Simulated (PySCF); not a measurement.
## Gas-phase XPS of `c1nc[nH]n1`, computed

Compound: C2H3N3.
Atom-mapped SMILES: `[cH:1]1[n:2][cH:3][nH:4][n:5]1`

Theory: delta-SCF UKS SCAN, pcX-2 on the ionised atom, pcseg-1 elsewhere, spin-free X2C in PySCF 2.14.0. These are vertical core ionisation energies against the vacuum level, from separate self-consistent calculations with and without the core hole.

Question: List the computed XPS lines with their assignment.

Answer: 
| atom(s) | bonded to | level | binding energy (eV) | above the level's lowest (eV) | count |
| --- | --- | --- | --- | --- | --- |
| C1 | 2 N (aromatic in the SMILES) and H | C 1s | 292.05 | 0.00 | 1 |
| N2 | 2 C (aromatic in the SMILES) | N 1s | 405.02 | 0.00 | 1 |
| C3 | 2 N (aromatic in the SMILES) and H | C 1s | 292.68 | +0.63 | 1 |
| N4 | N (aromatic in the SMILES), C (aromatic in the SMILES) and H | N 1s | 407.73 | +2.71 | 1 |
| N5 | N (aromatic in the SMILES) and C (aromatic in the SMILES) | N 1s | 405.80 | +0.78 | 1 |

Lowest listed C 1s: C1, bonded to 2 N (aromatic in the SMILES) and H. Highest, 0.63 eV above it: C3, bonded to 2 N (aromatic in the SMILES) and H. Summing the Pauling electronegativity differences to the bonded atoms, each weighted by its formal bond order, gives +1.12 for the lowest site and +1.12 for the highest; the sum is the same at every site.

Lowest listed N 1s: N2, bonded to 2 C (aromatic in the SMILES). Highest, 2.71 eV above it: N4, bonded to N (aromatic in the SMILES), C (aromatic in the SMILES) and H. The widest gap between neighbouring values is 1.93 eV, between 405.80 and 407.73 eV. Summing the Pauling electronegativity differences to the bonded atoms, each weighted by its formal bond order, gives -1.47 for the lowest site and -1.58 for the highest; the largest sum, -0.74, belongs to N5, 1.93 eV below the top. The smallest sum, -1.58, belongs to N4, 2.71 eV above the lowest.

Question: Which effective nuclear charge Zeff reproduces each element's mean 1s value in the hydrogen-like formula E = 13.606 eV × Zeff²?

Answer: C (Z = 6): mean 292.4 eV, Zeff = 4.64, Z − Zeff = 1.36; N (Z = 7): mean 406.2 eV, Zeff = 5.46, Z − Zeff = 1.54. Means run over the listed sites, weighted by atom count.

Geometry: GFN2-xTB; no solvent, vibrations or thermal averaging.
